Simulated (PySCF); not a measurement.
One of the candidates below gave these computed data.

All candidates are C4H7N.

* Polarisability: 55.5 au [wB97X-D/def2-SVPD]
* 1H NMR: chemical shifts (computed TMS as zero) by class: 6.66 (1 H), 4.87 (1 H), 4.76 (1 H), 2.29 (1 H), 1.75 (1 H), 1.19 (1 H), 0.57 (1 H) ppm [GIAO KT3/pcSseg-2]
* UV, first state: lowest singlet excitation: 6.38 eV (194 nm, f = 0.191) [TDDFT wB97X-D/def2-SVPD]
* Rotational structure: rotational constants A, B, C: 12.068, 3.827, 3.509 GHz [PBE0-D3(BJ)/def2-SVP]
* 13C NMR: chemical shifts (computed TMS as zero) by class: 141.6 (1 C), 103.7 (1 C), 34.1 (1 C), 33.5 (1 C) ppm [GIAO KT3/pcSseg-2]
* Valence photoelectron: vertical ionisation energy: 9.14 eV [ΔSCF wB97X-D/def2-SVPD]
* XPS: C1s 290.2, C1s 290.8, C1s 291.4, C1s 291.6, N1s 405.1 eV [ΔSCF SCAN, pcX-2 on the ionised atom, pcseg-1 elsewhere, spin-free X2C]
* Couplings: largest of the computed one-bond spin–spin couplings (means over like bonds): 13C–1H +182.3, 13C–1H +180.4, 13C–1H +173.1, 13C–1H +172.4, 13C–1H +162.4, 13C–1H +160.6, 13C–13C +79.0, 15N–1H -59.9 Hz [B3LYP/pcJ-1, spin–dipole term left out for some pairs]
* NMR, other nuclei: isotropic shieldings of nuclei other than C and H, by class: 237 (1 N) ppm [GIAO KT3/pcSseg-2]
* Triplet: lowest triplet excitation (Tamm–Dancoff): 4.35 eV [TDA wB97X-D/def2-SVPD]

Gas-phase values; electronic properties from PySCF, density fitting. Levels stand in brackets. One conformer (not necessarily the lowest) at the PBE0-D3(BJ)/def2-SVP geometry, without solvent, vibrations or thermal averaging. Each NMR value is the plain mean over a class of atoms that symmetry, rotation or inversion makes alike.

Question: Which candidate is it?
A. `C=NC1CC1`
B. `C=C[C@H]1CN1`
C. `CC(C)C#N`

Answer: B. It is `C=C[C@H]1CN1`. Numbering: `[CH2:1]=[CH:2][C@H:3]1[CH2:4][NH:5]1`. Its formula, C4H7N, gives 2 degrees of unsaturation: 1 ring and 1 π bond in the structure found. 4 carbons fall into 4 classes; from least to most shielded: alkene CH carbon [C2] (141.6 ppm), terminal =CH2 carbon [C1] (103.7 ppm), ring sp3 carbon bound to nitrogen [C4] (34.1 ppm), ring sp3 carbon bound to nitrogen [C3] (33.5 ppm). Hydrogen classes from least to most shielded: 1 H on an alkene CH carbon, C2 (6.66 ppm), 1 H on a terminal =CH2 carbon, C1 (4.87 ppm), 1 H on a terminal =CH2 carbon, C1 (4.76 ppm), 1 H on an sp3 carbon bound to nitrogen, C3 (2.29 ppm), 1 H on an sp3 carbon bound to nitrogen, C4 (1.75 ppm), 1 H on an sp3 carbon bound to nitrogen, C4 (1.19 ppm), 1 H on a secondary amine nitrogen, N5 (0.57 ppm). The other shieldings belong to: 237 ppm, secondary amine nitrogen [N5]. The couplings run between: +182.3 Hz, sp3 carbon bound to nitrogen [C4] and its hydrogen; +180.4 Hz, sp3 carbon bound to nitrogen [C3] and its hydrogen; +173.1 Hz, terminal =CH2 carbon [C1] and its hydrogen; +172.4 Hz, sp3 carbon bound to nitrogen [C4] and its hydrogen; +162.4 Hz, alkene CH carbon [C2] and its hydrogen; +160.6 Hz, terminal =CH2 carbon [C1] and its hydrogen; +79.0 Hz, terminal =CH2 carbon [C1] and alkene CH carbon [C2]; -59.9 Hz, secondary amine nitrogen [N5] and its hydrogen. The core levels belong to: C1s 290.2 eV, terminal =CH2 carbon [C1]; C1s 290.8 eV, alkene CH carbon [C2]; C1s 291.4 eV, sp3 carbon bound to nitrogen [C4]; C1s 291.6 eV, sp3 carbon bound to nitrogen [C3]; N1s 405.1 eV, secondary amine nitrogen [N5]. The hole state at 290.8 eV has ⟨S²⟩ = 0.83 against 0.75, so that value is less sure. The first electron is taken from the HOMO, whose largest Löwdin shares are 0.32 on the secondary amine nitrogen, 0.17 on the terminal =CH2 carbon, 0.14 on an sp3 carbon bound to nitrogen and 0.12 on the alkene CH carbon. The optimised geometry has point group C1 and is an asymmetric top.

The others, at the same levels:
- `C=NC1CC1` fails: its computed core binding energies are C1s 290.6 (×2), C1s 291.2, C1s 291.4, N1s 405.0 eV, rotational constant A is 15.935 GHz (against 12.068 GHz) and smallest rotational constant is 3.197 GHz (against 3.509 GHz).
- `CC(C)C#N` fails: its computed core binding energies are C1s 291.3 (×2), C1s 292.1, C1s 292.3, N1s 405.0 eV, rotational constant A is 7.961 GHz (against 12.068 GHz) and smallest rotational constant is 2.901 GHz (against 3.509 GHz).

Each candidate is one conformer, not necessarily the lowest. The conformers computed, where there is a choice (atom-mapped SMILES and torsion angles):
- `[CH2:1]=[CH:2][C@H:3]1[CH2:4][NH:5]1`: C1–C2–C3–C4 -74°
- `[CH2:1]=[N:2][CH:3]1[CH2:4][CH2:5]1`: C1–N2–C3–C4 -146°
